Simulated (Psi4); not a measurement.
# AlH2ClO (SMILES [OH][AlH][Cl]): a first try and a second

Aim: a single-point energy of AlH2ClO at FNO-CISD/cc-pVDZ (density fitting, occ tolerance 3e-05).

The calculation is run with Psi4 1.11.

1 further run of the same task is left out (set aside as unsound or not needed).

## Step 1: The system as given

The species is AlH2ClO (5 atoms), meant as a singlet with charge 0. SMILES: `[OH][AlH][Cl]`. The coordinates come from a PBE0-D4/def2-TZVP relaxation. This is one conformer, not always the lowest.

Bond lengths: O1–Al2 1.684 Å, Al2–Cl3 2.096 Å, O1–H4 0.956 Å, Al2–H5 1.563 Å. Angles: O1–Al2–Cl3 119.8°, O1–Al2–H5 119.3°, Cl3–Al2–H5 120.9°, Al2–O1–H4 124.3°.

## Step 2: First attempt

Input file alclh2o.py:

```python
import psi4

psi4.set_memory('1600 MB')
psi4.set_num_threads(1)
psi4.set_output_file('run.log', False)

geom = psi4.geometry("""
0 1
O     -1.110100     0.370900    -0.514400
Al     0.431000     0.184900     0.137500
Cl     1.114900    -1.725400     0.662800
H     -1.719500    -0.349100    -0.669500
H      1.333500     1.445000     0.342200
units bohr
symmetry c1
no_reorient
no_com
""")

psi4.set_options({
    'basis': 'cc-pVDZ',
    'scf_type': 'df',
    'freeze_core': True,
    'occ_tolerance': 3e-05,
    'maxiter': 60,
})

E = psi4.energy("fno-cisd", molecule=geom)
print(f'fno-cisd energy: {E:.10f} Eh')
for k, v in sorted(psi4.core.scalar_variables().items()):
    print(f'{k:45s} {v:18.10f}')
```

The run is started by

```bash
python alclh2o.py
```

run.log:

```text
[...]
  Running in c1 symmetry.
[...]
  Nuclear repulsion =  244.344594140714435
[...]
  Multiplicity = 1
[...]
  Nalpha       = 20
  Nbeta        = 20
[...]
    Number of basis functions: 60
[...]
   @DF-RHF iter   1:  -772.05994333088836    8.13901e+00   1.61071e-02 DIIS/ADIIS
[...]
   @DF-RHF iter  11:  -772.37400319075516   -4.54747e-12   8.28590e-09 DIIS
[...]
    Orbital Energies [Eh]
    ---------------------
    Doubly Occupied:
       1A   -104.818701     2A    -58.371548     3A    -20.522763
       4A    -10.644352     5A     -8.127326     6A     -8.083753
       7A     -8.082558     8A     -5.206265     9A     -3.618559
      10A     -3.482141    11A     -3.378250    12A     -1.615130
      13A     -1.150752    14A     -0.894599    15A     -0.774648
      16A     -0.626367    17A     -0.616551    18A     -0.590515
      19A     -0.408565    20A     -0.363913
[...]
  @DF-RHF Final Energy:  -772.37400319075516
   => Energetics <=
    Nuclear Repulsion Energy =            244.3445941407144346
    One-Electron Energy =               -1550.6826799293198746
    Two-Electron Energy =                 533.9640825978502789
    Total Energy =                       -772.3740031907551611
[...]
 Multipole Moments:
 ------------------------------------------------------------------------------------
     Multipole            Electronic (a.u.)      Nuclear  (a.u.)        Total (a.u.)
 ------------------------------------------------------------------------------------
 L = 1.  Multiply by 2.5417464519 to convert [e a0] to [Debye]
 Dipole X            :        -15.7255141           15.2895000           -0.4360141
 Dipole Y            :         22.4987658          -22.8650000           -0.3662342
 Dipole Z            :         -8.7426959            8.6126000           -0.1300959
 Magnitude           :                                                    0.5840897
[...]
      * MP2 total energy:                   -772.731990887878
[...]
      * SCS-MP2 total energy:                 -772.721343698382
[...]
      * MP2 total energy:                     -772.731990887878
[...]
      * CISD total energy:                    -772.725075050070
[...]
```

The script printed:

```text
fno-cisd energy: -772.7250750501 Eh
CISD CORRELATION ENERGY                            -0.3510718593
CISD OPPOSITE-SPIN CORRELATION ENERGY              -0.2676575523
CISD SAME-SPIN CORRELATION ENERGY                  -0.0834143063
CISD TOTAL ENERGY                                -772.7250750501
CURRENT CORRELATION ENERGY                         -0.3510718593
CURRENT ENERGY                                   -772.7250750501
CURRENT REFERENCE ENERGY                         -772.3740031908
DD SOLVATION ENERGY                                 0.0000000000
HF KINETIC ENERGY                                 796.5101383932
HF POTENTIAL ENERGY                             -1568.8841415839
HF TOTAL ENERGY                                  -772.3740031908
HF VIRIAL RATIO                                     1.9696976422
MP2 CORRELATION ENERGY                             -0.3579876971
MP2 DOUBLES ENERGY                                 -0.3579876971
MP2 OPPOSITE-SPIN CORRELATION ENERGY               -0.2630899330
MP2 SAME-SPIN CORRELATION ENERGY                   -0.0948977641
MP2 SINGLES ENERGY                                  0.0000000000
MP2 TOTAL ENERGY                                 -772.7319908879
NUCLEAR REPULSION ENERGY                          244.3445941407
ONE-ELECTRON ENERGY                             -1550.6826799293
PCM POLARIZATION ENERGY                             0.0000000000
PE ENERGY                                           0.0000000000
SCF ITERATION ENERGY                             -772.3740031908
SCF ITERATIONS                                     11.0000000000
SCF TOTAL ENERGY                                 -772.3740031908
TWO-ELECTRON ENERGY                               533.9640825979
```

Run time: 6.9 s. Hardware: 1 thread of AMD EPYC 7B13 (Zen 3), shared host; peak memory 0.33 GiB.

## Step 3: Reading the log

It ran to the end. The result can't be trusted all the same.

The fault: the coordinates are read in the wrong unit, so the molecule is scaled by the ratio of bohr to ångström. As the program read them, the closest atoms are 0.51 Å apart, against 0.96 Å in the sound input.

## Step 4: Second attempt

Input file run.py:

```python
import psi4

psi4.set_memory(1600000000)
psi4.set_num_threads(1)
psi4.core.set_output_file('alclh2o.out', False)

geom = psi4.geometry("""
0 1
O     -2.09778497     0.70089942    -0.97207512
Al     0.81447196     0.34941036     0.25983734
Cl     2.10685566    -3.26053346     1.25251048
H     -3.24938407    -0.65970339    -1.26517164
H      2.51994979     2.73065425     0.64666428
units bohr
symmetry c1
no_reorient
no_com
""")

psi4.set_options(dict(basis='cc-pVDZ', scf_type='df', freeze_core=True, occ_tolerance=3e-05))

result, w = psi4.energy("fno-cisd", return_wfn=True)
print(f'fno-cisd energy: {result:.10f} Eh')
for k, v in sorted(psi4.core.scalar_variables().items()):
    print(f'{k:45s} {v:18.10f}')
```

The run is started by

```bash
python run.py
```

alclh2o.out:

```text
[...]
  Running in c1 symmetry.
[...]
  Nuclear repulsion =  129.301590710630848
[...]
  Multiplicity = 1
[...]
  Nalpha       = 20
  Nbeta        = 20
[...]
    Number of basis functions: 60
[...]
   @DF-RHF iter   1:  -777.47439523990897   -8.03052e-01   8.15928e-03 DIIS/ADIIS
[...]
   @DF-RHF iter  11:  -777.57445946071823   -1.70530e-12   3.42496e-09 DIIS
[...]
    Orbital Energies [Eh]
    ---------------------
    Doubly Occupied:
       1A   -104.817899     2A    -58.526081     3A    -20.554279
       4A    -10.546733     5A     -8.013560     6A     -8.011569
       7A     -8.011405     8A     -4.939755     9A     -3.254832
      10A     -3.254603    11A     -3.252485    12A     -1.319935
      13A     -1.081276    14A     -0.698761    15A     -0.573949
      16A     -0.525448    17A     -0.513203    18A     -0.479958
      19A     -0.469297    20A     -0.455498
[...]
  @DF-RHF Final Energy:  -777.57445946071823
   => Energetics <=
    Nuclear Repulsion Energy =            129.3015907106308475
    One-Electron Energy =               -1335.1510467524731212
    Two-Electron Energy =                 428.2749965811241282
    Total Energy =                       -777.5744594607182307
[...]
 Multipole Moments:
 ------------------------------------------------------------------------------------
     Multipole            Electronic (a.u.)      Nuclear  (a.u.)        Total (a.u.)
 ------------------------------------------------------------------------------------
 L = 1.  Multiply by 2.5417464519 to convert [e a0] to [Debye]
 Dipole X            :        -29.1671205           28.8929677           -0.2741528
 Dipole Y            :         43.1825343          -43.2085879           -0.0260536
 Dipole Z            :        -16.3834392           16.2754553           -0.1079839
 Magnitude           :                                                    0.2958024
[...]
      * MP2 total energy:                   -777.959753494069
[...]
      * SCS-MP2 total energy:                 -777.951628557743
[...]
      * MP2 total energy:                     -777.959753494069
[...]
      * CISD total energy:                    -777.942412625427
[...]
```

Standard output:

```text
fno-cisd energy: -777.9424126254 Eh
CISD CORRELATION ENERGY                            -0.3679531647
CISD OPPOSITE-SPIN CORRELATION ENERGY              -0.2863606515
CISD SAME-SPIN CORRELATION ENERGY                  -0.0815925132
CISD TOTAL ENERGY                                -777.9424126254
CURRENT CORRELATION ENERGY                         -0.3679531647
CURRENT ENERGY                                   -777.9424126254
CURRENT REFERENCE ENERGY                         -777.5744594607
DD SOLVATION ENERGY                                 0.0000000000
HF KINETIC ENERGY                                 777.6230029027
HF POTENTIAL ENERGY                             -1555.1974623634
HF TOTAL ENERGY                                  -777.5744594607
HF VIRIAL RATIO                                     1.9999375746
MP2 CORRELATION ENERGY                             -0.3852940334
MP2 DOUBLES ENERGY                                 -0.3852940334
MP2 OPPOSITE-SPIN CORRELATION ENERGY               -0.2870050991
MP2 SAME-SPIN CORRELATION ENERGY                   -0.0982889342
MP2 SINGLES ENERGY                                  0.0000000000
MP2 TOTAL ENERGY                                 -777.9597534941
NUCLEAR REPULSION ENERGY                          129.3015907106
ONE-ELECTRON ENERGY                             -1335.1510467525
PCM POLARIZATION ENERGY                             0.0000000000
PE ENERGY                                           0.0000000000
SCF ITERATION ENERGY                             -777.5744594607
SCF ITERATIONS                                     11.0000000000
SCF TOTAL ENERGY                                 -777.5744594607
TWO-ELECTRON ENERGY                               428.2749965811
```

It took 6.9 s on 1 thread of AMD EPYC 7B13 (Zen 3), shared host; peak memory 0.33 GiB.

## Step 5: What came out

At FNO-CISD/cc-pVDZ (density fitting, occ tolerance 3e-05):

| quantity | value |
| --- | --- |
| total energy | -777.94241 Eh |
| HOMO energy (Hartree–Fock orbitals) | -12.39 eV |
| LUMO energy (Hartree–Fock orbitals) | 2.03 eV |
| HOMO–LUMO gap (Hartree–Fock orbitals) | 14.42 eV |
| correlation energy (11 core orbitals frozen) | -368.0 mEh |

**Reading.** The first attempt's energy was +141.971 eV off this one.
